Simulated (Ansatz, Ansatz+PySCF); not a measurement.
```xyz
3

S     0.0000    0.0000   -0.1040
H     0.0000    0.9715    0.8321
H     0.0000   -0.9715    0.8321
```

RHF-MP2 on singlet H₂S was run in several spherical basis sets with Ansatz (development build ahead of 0.2.0). Frozen core: 5 orbitals.

Rank the basis sets by the total energy that they give, lowest first, with the distance from the lowest.
A. def2-TZVP
B. def2-SVP
C. 6-31G

A (0.00 eV), B (4.86 eV), C (5.50 eV).

Totals follow the description of the cores as much as that of the bonds, so this order isn't one of quality for chemistry.
